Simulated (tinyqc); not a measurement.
Inside a calculation. Method: Pariser-Parr-Pople SCF with singles CI, for the molecule c1ccsc1 (SMILES; centres numbered as the heavy atoms are written). One step of it, computed by the program tinyqc.

Problem. PPP integrals. Mataga-Nishimoto: gamma = 14.399645/(R + a), a = 2 x 14.399645/(gamma_rr + gamma_ss); H_rr = -W_r - sum_(s != r) z_s gamma_rs; H_rs = beta for bonds.

Centres (angstrom, eV; a flat drawing with bonds scaled to 1.40 angstrom):
```
centre          x          y  core charge z          W   gamma_rr
1C       1.191000   0.000000              1  11.160000  11.130000
2C       0.368000   1.133000              1  11.160000  11.130000
3C      -0.963000   0.700000              1  11.160000  11.130000
4S      -0.963000  -0.700000              2  22.000000  13.000000
5C       0.368000  -1.133000              1  11.160000  11.130000
```

Resonance integrals (eV):
```
i  j       beta
1  2  -2.390000
2  3  -2.390000
3  4  -2.020000
4  5  -2.020000
5  1  -2.390000
```

Give: repulsion gamma_rs; core matrix H.

Solution.

repulsion gamma_rs (eV), order 1C, 2C, 3C, 4S, 5C:
```
[[11.130, 5.345, 4.046, 4.164, 5.345],
 [5.345, 11.130, 5.346, 4.163, 4.045],
 [4.046, 5.346, 11.130, 5.552, 4.046],
 [4.164, 4.163, 5.552, 13.000, 5.553],
 [5.345, 4.045, 4.046, 5.553, 11.130]]
```

core matrix H (eV), order 1C, 2C, 3C, 4S, 5C:
```
[[-34.223, -2.390, 0.000, 0.000, -2.390],
 [-2.390, -34.223, -2.390, 0.000, 0.000],
 [0.000, -2.390, -35.703, -2.020, 0.000],
 [0.000, 0.000, -2.020, -41.432, -2.020],
 [-2.390, 0.000, 0.000, -2.020, -35.702]]
```
